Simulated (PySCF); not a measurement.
Potential energy curve for LiH, singlet.

UKS-PBE = PySCF 2.14.0 with unrestricted PBE/cc-pVDZ; CASSCF(2,2)/cc-pVDZ (PySCF); RKS-CAM-B3LYP = PySCF 2.14.0 with restricted CAM-B3LYP/cc-pVDZ; UCCSD = CCSD on UHF/cc-pVDZ (PySCF 2.14.0).

Energies are in kcal/mol, each relative to the lowest point of its own curve near equilibrium.

```tsv
R / Å	UKS-PBE	CASSCF(2,2)	RKS-CAM-B3LYP	UCCSD
1.26	13.8	15.3	12.9	13.1
1.36	6.3	7.3	5.6	6.0
1.45	2.4	3.1	2.0	2.3
1.51	0.9	1.4	0.7	0.8
1.57	0.2	0.4	0.1	0.1
1.60	0.0	0.1	0.0	0.0
1.66	0.1	0.0	0.3	0.1
1.68	0.2	0.1	0.4	0.3
1.74	0.8	0.5	1.2	0.9
1.88	3.4	2.5	4.3	3.6
1.99	6.2	4.9	7.5	6.6
2.14	10.7	8.7	12.5	11.2
2.40	19.0	15.9	22.0	19.7
2.62	26.0	21.9	30.0	26.6
2.88	33.4	28.0	39.0	33.9
3.19	39.9	33.8	48.8	40.8
3.49	44.3	37.6	57.2	45.4
3.88	48.1	40.5	66.6	48.9
4.33	50.6	42.1	75.4	50.8
4.80	51.8	42.7	82.8	51.5
5.60	52.0	43.0	91.8	51.9
6.41	52.0	43.1	97.7	52.0
```

The unrestricted determinant behind UKS-PBE is spin-contaminated at 2.88 to 6.41 Å (<S²> up to 1.0, against 0.00 for a pure singlet). At the longest distance RKS-CAM-B3LYP leaves fractional charges on the fragments, a sign of delocalisation error or of the restricted form. The restricted form behind RKS-CAM-B3LYP keeps the bonding electrons paired and can't separate into open-shell fragments. The unrestricted determinant behind UCCSD is spin-contaminated at 2.40 to 6.41 Å (<S²> up to 1.0, against 0.00 for a pure singlet).
